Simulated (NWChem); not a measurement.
Everything below was run with NWChem. System: F, charge 0, spin multiplicity 2. Its SCF solution wasn't tested for a lower state. Level: UHF/def2-TZVPD.

The NWChem input:

```
start mol
memory heap 200 mb stack 900 mb global 1100 mb
geometry units angstroms nocenter noautoz
  F      0.000000     0.000000     0.000000
  symmetry group D2h
end
basis spherical
  * library def2-tzvpd
end
scf
  uhf
  nopen 1
  maxiter 100
  thresh 1e-7
  semidirect memsize 60000000 filesize 0
  # guess.movecs holds the orbitals of an unrestricted PBE0 run
  vectors input guess.movecs output mol.movecs
end
task scf energy
```

Output (cleaned and shortened):

```
             Northwest Computational Chemistry Package (NWChem) 7.3.0
             --------------------------------------------------------

                                NWChem Input Module
                                -------------------

 Scaling coordinates for geometry "geometry" by  1.889725989
 (inverse scale =  0.529177249)

                             Geometry "geometry" -> ""
                             -------------------------

 Output coordinates in angstroms (scale by  1.889725989 to convert to a.u.)

  No.       Tag          Charge          X              Y              Z
 ---- ---------------- ---------- -------------- -------------- --------------
    1 F                    9.0000     0.00000000     0.00000000     0.00000000

 Effective nuclear repulsion energy (a.u.)       0.0000000000

            Nuclear Dipole moment (a.u.)
            ----------------------------
        X                 Y               Z
 ---------------- ---------------- ----------------
     0.0000000000     0.0000000000     0.0000000000

      Symmetry information
      --------------------

 Group name             D2h
 Group number             26
 Group order               8
 No. of unique centers     1

      Symmetry unique atoms

     1


 Summary of "ao basis" -> "" (spherical)
 ------------------------------------------------------------------------------
       Tag                 Description            Shells   Functions and Types
 ---------------- ------------------------------  ------  ---------------------
 *                         def2-tzvpd                 on all atoms

 Summary of "ao basis" -> "ao basis" (spherical)
 ------------------------------------------------------------------------------
       Tag                 Description            Shells   Functions and Types
 ---------------- ------------------------------  ------  ---------------------
 F                         def2-tzvpd               14       40   6s4p3d1f

                                 NWChem SCF Module
                                 -----------------

  ao basis        = "ao basis"
  functions       =    40
  atoms           =     1
  alpha electrons =     5
  beta  electrons =     4
  charge          =   0.00
  wavefunction    = UHF
  use symmetry    = T
  symmetry adapt  = T

 Summary of "ao basis" -> "ao basis" (spherical)
 ------------------------------------------------------------------------------
       Tag                 Description            Shells   Functions and Types
 ---------------- ------------------------------  ------  ---------------------
 F                         def2-tzvpd               14       40   6s4p3d1f

      Symmetry analysis of basis
      --------------------------

        ag         12
        au          1
        b1g         3
        b1u         6
        b2g         3
        b2u         6
        b3g         3
        b3u         6

 Forming initial guess at       0.0s

   Symmetry analysis of molecular orbitals - initial alpha
   -------------------------------------------------------

  Numbering of irreducible representations:

     1 ag          2 au          3 b1g         4 b1u         5 b2g
     6 b2u         7 b3g         8 b3u

  Orbital symmetries:

     1 ag          2 ag          3 b1u         4 b2u         5 b3u
     6 ag          7 b1u         8 b2u         9 b3u        10 ag
    11 b3g        12 b2g        13 b1g        14 ag         15 b1u

   Symmetry analysis of molecular orbitals - initial beta
[...]
              MO Center=  1.8D-31, -3.3D-15,  1.0D-30, r^2= 4.3D-01
   Bfn.  Coefficient  Atom+Function         Bfn.  Coefficient  Atom+Function
  ----- ------------  ---------------      ----- ------------  ---------------
     8      0.518873  1 F  py                11      0.443762  1 F  py
    14      0.234457  1 F  py

 Vector    6  Occ=0.000000D+00  E= 1.471949D-01  Symmetry=b1u
              MO Center= -6.7D-33, -1.1D-32, -7.4D-18, r^2= 6.8D+00
   Bfn.  Coefficient  Atom+Function         Bfn.  Coefficient  Atom+Function
  ----- ------------  ---------------      ----- ------------  ---------------
    18      1.152366  1 F  pz                15     -0.305975  1 F  pz

 Vector    7  Occ=0.000000D+00  E= 1.546276D-01  Symmetry=b2u
              MO Center= -8.5D-34, -2.2D-18, -5.9D-33, r^2= 6.9D+00
   Bfn.  Coefficient  Atom+Function         Bfn.  Coefficient  Atom+Function
  ----- ------------  ---------------      ----- ------------  ---------------
    17      1.161953  1 F  py                14     -0.333440  1 F  py

 Vector    8  Occ=0.000000D+00  E= 1.546276D-01  Symmetry=b3u
              MO Center= -5.5D-15,  4.0D-19,  1.3D-29, r^2= 6.9D+00
   Bfn.  Coefficient  Atom+Function         Bfn.  Coefficient  Atom+Function
  ----- ------------  ---------------      ----- ------------  ---------------
    16      1.161953  1 F  px                13     -0.333440  1 F  px

                     UHF Final Beta Molecular Orbital Analysis
                     -----------------------------------------

 Vector    2  Occ=1.000000D+00  E=-1.477051D+00  Symmetry=ag
              MO Center= -1.1D-34, -1.0D-34, -4.0D-35, r^2= 3.5D-01
   Bfn.  Coefficient  Atom+Function         Bfn.  Coefficient  Atom+Function
  ----- ------------  ---------------      ----- ------------  ---------------
     4      0.535671  1 F  s                  3      0.373221  1 F  s
     2     -0.262599  1 F  s                  5      0.226135  1 F  s

 Vector    3  Occ=1.000000D+00  E=-6.797273D-01  Symmetry=b3u
              MO Center= -2.7D-17, -8.3D-19,  3.2D-32, r^2= 4.6D-01
   Bfn.  Coefficient  Atom+Function         Bfn.  Coefficient  Atom+Function
  ----- ------------  ---------------      ----- ------------  ---------------
     7      0.506949  1 F  px                10      0.437439  1 F  px
    13      0.255872  1 F  px

 Vector    4  Occ=1.000000D+00  E=-6.797273D-01  Symmetry=b2u
              MO Center= -2.0D-34, -3.0D-21, -6.4D-37, r^2= 4.6D-01
   Bfn.  Coefficient  Atom+Function         Bfn.  Coefficient  Atom+Function
  ----- ------------  ---------------      ----- ------------  ---------------
     8      0.506949  1 F  py                11      0.437439  1 F  py
    14      0.255872  1 F  py

 Vector    5  Occ=0.000000D+00  E= 3.369850D-02  Symmetry=b1u
              MO Center=  7.0D-35,  7.0D-35,  1.5D-19, r^2= 2.1D+00
   Bfn.  Coefficient  Atom+Function         Bfn.  Coefficient  Atom+Function
  ----- ------------  ---------------      ----- ------------  ---------------
    18      0.466453  1 F  pz                 9      0.321253  1 F  pz
    12      0.304073  1 F  pz                15      0.276721  1 F  pz

 Vector    6  Occ=0.000000D+00  E= 1.559847D-01  Symmetry=b3u
              MO Center= -1.0D-22,  7.6D-35,  1.3D-37, r^2= 6.9D+00
   Bfn.  Coefficient  Atom+Function         Bfn.  Coefficient  Atom+Function
  ----- ------------  ---------------      ----- ------------  ---------------
    16      1.165178  1 F  px                13     -0.344874  1 F  px

 Vector    7  Occ=0.000000D+00  E= 1.559847D-01  Symmetry=b2u
              MO Center=  7.5D-20,  7.8D-18, -6.7D-32, r^2= 6.9D+00
   Bfn.  Coefficient  Atom+Function         Bfn.  Coefficient  Atom+Function
  ----- ------------  ---------------      ----- ------------  ---------------
    17      1.165178  1 F  py                14     -0.344874  1 F  py

 center of mass
 --------------
 x =   0.00000000 y =   0.00000000 z =   0.00000000

 moments of inertia (a.u.)
 ------------------
           0.000000000000           0.000000000000           0.000000000000
           0.000000000000           0.000000000000           0.000000000000
           0.000000000000           0.000000000000           0.000000000000

  Mulliken analysis of the total density
  --------------------------------------

    Atom       Charge   Shell Charges
 -----------   ------   -------------------------------------------------------
    1 F    9     9.00   0.77  1.20  0.63  1.04  0.36  0.00  2.16  2.04  0.79  0.01  0.00  0.00  0.00  0.00

  Mulliken analysis of the alpha density
  --------------------------------------

    Atom       Charge   Shell Charges
 -----------   ------   -------------------------------------------------------
    1 F    9     5.00   0.39  0.60  0.33  0.52  0.16  0.00  1.32  1.23  0.44  0.01  0.00  0.00  0.00  0.00

   Mulliken analysis of the beta density
   -------------------------------------

    Atom       Charge   Shell Charges
 -----------   ------   -------------------------------------------------------
    1 F    9     4.00   0.39  0.60  0.31  0.51  0.19  0.00  0.84  0.81  0.35  0.01  0.00  0.00  0.00  0.00

   Mulliken analysis of the spin density
   -------------------------------------

    Atom       Charge   Shell Charges
 -----------   ------   -------------------------------------------------------
    1 F    9     1.00   0.00 -0.00  0.02  0.01 -0.03 -0.00  0.48  0.43  0.09 -0.00 -0.00 -0.00 -0.00  0.00

       Multipole analysis of the density wrt the origin
       ------------------------------------------------

     L   x y z        total         alpha         beta         nuclear
     -   - - -        -----         -----         ----         -------
     0   0 0 0     -0.000000     -5.000000     -4.000000      9.000000

     1   1 0 0      0.000000     -0.000000      0.000000      0.000000
     1   0 1 0      0.000000     -0.000000      0.000000      0.000000
     1   0 0 1      0.000000      0.000000      0.000000      0.000000

     2   2 0 0     -3.652086     -1.907967     -1.744119      0.000000
     2   1 1 0      0.000000      0.000000      0.000000      0.000000
     2   1 0 1      0.000000      0.000000      0.000000      0.000000
     2   0 2 0     -3.652086     -1.907967     -1.744119      0.000000
     2   0 1 1      0.000000      0.000000      0.000000      0.000000
     2   0 0 2     -2.955996     -1.900680     -1.055316      0.000000

 Task  times  cpu:        0.1s     wall:        0.1s

 Total times  cpu:        0.1s     wall:        0.1s
```
